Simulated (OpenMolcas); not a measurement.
**A ladder of methods for CH3Al (SMILES C[Al])**

CH3Al: 5 atoms, total charge 0, spin state singlet. SMILES: `C[Al]`. Geometry: relaxed at PBE0-D4/def2-TZVP.

Each level gives the vertical energy of the triplet above the singlet (eV). The values are calculated.

```tsv
level	kind	program	value (eV)
HF/cc-pVTZ	Hartree–Fock	OpenMolcas	1.33
SVWN5/cc-pVTZ	LDA	OpenMolcas	2.05
BLYP/cc-pVTZ	GGA	OpenMolcas	2.08
PBE/cc-pVTZ	GGA	OpenMolcas	1.89
revPBE/cc-pVTZ	GGA	OpenMolcas	1.84
M06-L/cc-pVTZ	meta-GGA	OpenMolcas	2.08
```

The values span 1.33 to 2.08 eV.
